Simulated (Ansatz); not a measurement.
# CH₅OSi+: single points off equilibrium

An exercise on one series of results from a longer session: the logs are not shown, and one member is left open.

Computed with Ansatz 0.2.0, Gaussian basis. Level: single points in def2-TZVPP.

Cores are frozen in the correlated methods.

### The starting structure

SMILES `CO[SiH2+]`, 8 atoms, charge 1, spin multiplicity 1.

Atoms are counted from 1 here; the program's logs count them from 0.

Bond lengths: C1–O2 1.434 Å, C1–H4 1.108 Å, C1–H5 1.103 Å, C1–H6 1.120 Å, O2–Si3 1.539 Å, Si3–H7 1.514 Å, Si3–H8 1.523 Å. Angles: O2–C1–H4 113.5°, O2–C1–H5 106.5°, O2–C1–H6 115.4°, H4–C1–H5 102.4°, H4–C1–H6 108.8°, H5–C1–H6 109.3°, C1–O2–Si3 177.5°, O2–Si3–H7 126.3°, O2–Si3–H8 114.0°, H7–Si3–H8 119.5°.

As a file:

```xyz
8

C    -0.6187    1.0897   -0.4346
O     0.0412   -0.1023    0.0133
Si    0.7403   -1.3604    0.5575
H    -1.1220    0.9750   -1.4152
H     0.1754    1.8220   -0.6592
H    -1.3430    1.5393    0.2924
H     2.0978   -1.4139    1.2264
H    -0.0051   -2.6570    0.2699
```

The first run:

run/in.yaml

```yaml
crystal:
  periodic: [false, false, false]
  atoms:
    - {symbol: C, position_ang: [-0.618745, 1.089683, -0.434641]}
    - {symbol: O, position_ang: [0.041238, -0.102269, 0.013272]}
    - {symbol: Si, position_ang: [0.740302, -1.360439, 0.557464]}
    - {symbol: H, position_ang: [-1.122003, 0.974981, -1.415184]}
    - {symbol: H, position_ang: [0.175419, 1.821957, -0.659155]}
    - {symbol: H, position_ang: [-1.342991, 1.539285, 0.292395]}
    - {symbol: H, position_ang: [2.097823, -1.413934, 1.226432]}
    - {symbol: H, position_ang: [-0.005147, -2.656968, 0.269853]}
basis:
  gaussian: {orbitals: def2-TZVPP}
total_charge: 1
hamiltonian: {xc: pbe, dispersion: d4}
output: {forces: true}
```

Run with:

```
$ ansatz run in.yaml --threads 2 --pin off --events-out ev --progress --plain --max-ram 3481MiB
```

Among the steps run: PBE-D4/def2-TZVPP; r2SCAN-D4/def2-TZVPP; PBE0-D4/def2-TZVPP; wB97M-V/def2-TZVPP; CCSD(T)/def2-TZVPP.

One table of the session follows, with a row left open; its other results are not shown here.

| method | RMS force component (eV/Å) | angle to CCSD(T) forces (°) |
| --- | --- | --- |
| PBE-D4 | 0.596 | 19.3 |
| r2SCAN-D4 | ? | ? |
| PBE0-D4 | 0.618 | 9.1 |
| wB97M-V | 0.717 | 3.4 |
| CCSD(T) | 0.714 | reference |

**Question.** Estimate the row for r2SCAN-D4.

As computed: RMS force component (eV/Å): 0.662; angle to CCSD(T) forces (°): 4.4. In the column «RMS force component (eV/Å)» it lies between PBE0-D4 (0.618) and CCSD(T) (0.714).

To keep in mind: CCSD(T) in triple zeta still lacks some correlation energy of the bonds, so part of these gaps is its own basis error and they don't rank the functionals.
